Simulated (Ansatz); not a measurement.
`CCOCCCl`, relaxed with RKS PBE0-D4/def2-TZVP in Ansatz 0.2.0 from a PBE-D4/def2-SVP geometry. The force threshold is 0.005 eV/Å; the program also tests the step.

Charge 0, multiplicity 1.

Start:

```xyz
15

C     1.318    1.242    1.594
C     0.383    0.207    0.995
O    -0.168    0.739   -0.202
C    -1.137   -0.078   -0.822
C    -0.494   -1.160   -1.695
Cl   -1.767   -2.149   -2.500
H     2.140    1.482    0.889
H     0.771    2.181    1.814
H     1.764    0.865    2.536
H     0.938   -0.745    0.800
H    -0.438   -0.046    1.712
H    -1.814   -0.559   -0.074
H    -1.761    0.578   -1.463
H     0.132   -1.855   -1.101
H     0.134   -0.702   -2.484
```

Q: How much energy does the relaxation release, and in how many steps? (Best estimate.)

A: Ansatz gave: 6.56 kJ/mol, in 8 steps.

Q: Which bonds change most? (Estimate.)

A: Ansatz gave: C5–Cl6 from 1.803 to 1.780 Å; C2–H11 from 1.120 to 1.100 Å; C2–H10 from 1.119 to 1.099 Å; C4–H12 from 1.117 to 1.098 Å.

Q: Give the relaxed structure. (Estimate.)

A: Computed: 
```xyz
15

C     1.317    1.221    1.571
C     0.355    0.213    0.999
O    -0.184    0.737   -0.195
C    -1.136   -0.090   -0.810
C    -0.472   -1.136   -1.686
Cl   -1.711   -2.141   -2.475
H     2.132    1.416    0.871
H     0.807    2.165    1.774
H     1.744    0.850    2.505
H     0.871   -0.739    0.811
H    -0.460    0.006    1.709
H    -1.779   -0.579   -0.066
H    -1.768    0.549   -1.430
H     0.164   -1.807   -1.110
H     0.119   -0.664   -2.469
```
